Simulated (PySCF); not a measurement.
# Ionisation of 2,3-pentadiene

System: 2,3-pentadiene, `CC=C=CC` (C5H8). Atom numbers as in the mapped SMILES `[CH3:1][CH:2]=[C:3]=[CH:4][CH3:5]`.

Computed at ωB97X-D3(BJ)/ma-def2-TZVP // PBE0-D3(BJ)/def2-SVP with PySCF (density fitting, grid level 2). ωB97X-D3(BJ) is ωB97X-V with D3(BJ) in place of VV10. Thermal corrections: PBE0-D3(BJ)/def2-SVP frequencies, unscaled, ideal gas at 298.15 K and 1 bar, quasi-RRHO entropy.

Frontier levels of the parent: HOMO -9.46 eV, LUMO 1.13 eV.

Oxidation to the radical cation:
* Vertical ionisation energy (electronic): 9.21 eV
* Adiabatic ionisation energy (with zero-point energy): 8.63 eV
* Adiabatic, electronic part: 8.70 eV
* Vertical gap at the product's structure: 8.08 eV
* Inner reorganisation energy (four-point): 1126 meV
* Relaxation of product / of parent: 507 / 618 meV
* ⟨S²⟩ of the product: 0.762
* Largest spin populations: C3 0.33, C4 0.27, C2 0.27
* Largest changes of atomic charge: C4 0.18, C2 0.18, C3 0.17, H (on C4) 0.08
* Distances that move most (Å): C4–C5 1.500 → 1.482; C1–C2 1.500 → 1.482; C3–C4 1.311 → 1.327; C2–C3 1.311 → 1.327
* Potential in THF: 6.58 V absolute, 1.84 V against Fc+/Fc computed at 4.74 V (solvation -7 → -202 kJ/mol)

Solvents are IEF-PCM continua (electrostatics only, gas-phase structures); absolute potentials refer to an electron at rest in vacuum. Fc+/Fc in THF, 4.74 V, is ωB97X-D3(BJ)/ma-def2-TZVP on PBE0-D3(BJ)/def2-SVP structures with GFN2-xTB thermal terms. Benchmark calculations put it near 5.0 V in acetonitrile and DMSO, so it is about 0.3 V low, and the value against it can read up to that much too high.

Adiabatic ionisation energy: the gap is larger than usual, and may come from another state, site, conformer or species, from an onset or band maximum that doesn't mark the energy named, from the functional or basis, or from an outlying measurement.

Measured values (NIST Chemistry WebBook, evaluated or the median of agreeing entries): adiabatic ionisation energy 9.13 eV (computed 8.63, difference -0.50).

Run with `OMP_NUM_THREADS=1 python redox_run.py task.json out` on 1 thread of Arm Neoverse V2, a shared host. Structures, frequencies and single points: 13 min of wall time.
